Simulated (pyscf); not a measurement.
Structures and frequencies: ωB97X-D3(BJ)/def2-SVP in PySCF.

Task: For `[NH2][SiH2][NH2]` + `[FH]` → `[NH2][SiH]([NH2])[F]` + `[H][H]`, a four-centre exchange (singlet surface; H–Si, F–H broken, F–Si, H–H formed), PBE/def2-TZVP gives ΔE‡ = 0.83 eV and ΔE = -1.51 eV (zero: the separated reactants). In which direction and how far do r²SCAN/def2-TZVP, PBE0-D3(BJ)/def2-TZVP, ωB97M-D3(BJ)/def2-TZVP move these?

Result: r²SCAN: ΔE‡ = 0.88 eV, ΔE = -1.65 eV; PBE0-D3(BJ): ΔE‡ = 0.99 eV, ΔE = -1.49 eV; ωB97M-D3(BJ): ΔE‡ = 1.06 eV, ΔE = -1.57 eV. PBE's barrier lies under all of them, by 0.05 to 0.22 eV. Its reaction energy lies among theirs. At the saddle there is also a short H–Si contact that neither side keeps. One saddle was located; it need not be the lowest between these sides.
